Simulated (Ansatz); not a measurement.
**ClF (singlet): wave-function methods side by side, cc-pV(T+d)Z**

Aim: climb from Hartree-Fock through coupled cluster and multireference methods for ClF (singlet) at one geometry and basis, and see what each rung misses.

Program: Ansatz 0.2.0, Gaussian basis. Level of theory: cc-pV(T+d)Z, core rule «outside noble gas», up to 6 orbitals frozen. These are calculated values, not measurements.

Plan: UHF; CCSD(T) on RHF; BCCD(T) on RHF; CISD; CCSDT(Q) on RHF; CASSCF and MRCISD+Q, 14 electrons in 8 orbitals; CASSCF and NEVPT2, 14 electrons in 8 orbitals.

9 further runs of the same task are left out: 9 set aside as unsound or not needed.

### 1 What is computed

The geometry is an MP2(full)/6-31G* stationary point (not a proven minimum).

2 atoms, charge 0, spin multiplicity 1.

Atoms are counted from 1 here; the program's logs count them from 0.

Bond lengths: F1–Cl2 1.659 Å.

### 2 UHF

Input file in.yaml:

```yaml
crystal:
  periodic: [false, false, false]
  atoms:
    - {symbol: F, position_ang: [0.000000, 0.000000, 0.000000]}
    - {symbol: Cl, position_ang: [0.000000, 0.000000, 1.659096]}
basis:
  gaussian: {orbitals: "cc-pV(T+d)Z.json"}
magnetization: {spin_polarized: true, initial_magnetization: 0}
hamiltonian: {xc: hf}
output: {orbitals: {seedname: orbitals}}
```

Run with:

```bash
> ansatz run in.yaml --threads 1 --pin off --events-out ev --progress --plain --max-ram 4096MiB --backend cpu
```

The runs that follow: CCSD(T) on RHF; BCCD(T) on RHF; CISD; CCSDT(Q) on RHF; CASSCF and MRCISD+Q, 14 electrons in 8 orbitals; CASSCF and NEVPT2, 14 electrons in 8 orbitals.

Before running them: what should the planned runs give, taken together? Wanted: RCCSDT(Q) below the RHF energy; RMP2 from RCCSDT(Q); RCCSD from RCCSDT(Q); RCCSD(T) from RCCSDT(Q); NEVPT2 valence from RCCSDT(Q); MRCISD+Q valence from RCCSDT(Q); T1 diagnostic; effectively unpaired electrons.

The runs gave:

```
                         quantity                      value
   RCCSDT(Q) below the RHF energy                -13.1694 eV
              RMP2 from RCCSDT(Q)                 +998.7 meV
             RCCSD from RCCSDT(Q)                 +506.9 meV
          RCCSD(T) from RCCSDT(Q)                  +42.8 meV
    NEVPT2 valence from RCCSDT(Q)                +2114.0 meV
  MRCISD+Q valence from RCCSDT(Q)                 +273.6 meV
levels within 1 kcal/mol (43 meV)  RCCSD(T), BCCD(T), RCCSDT
                    T1 diagnostic                      0.012
   effectively unpaired electrons                       0.03
```

RCCSD(T) lands +42.8 meV from the yardstick (0.3 % of the correlation energy). One determinant dominates. Of the multireference levels listed MRCISD+Q valence comes nearest in total energy (+273.6 meV), which doesn't show that its space is the better one. These misses are within one basis, not against nature.
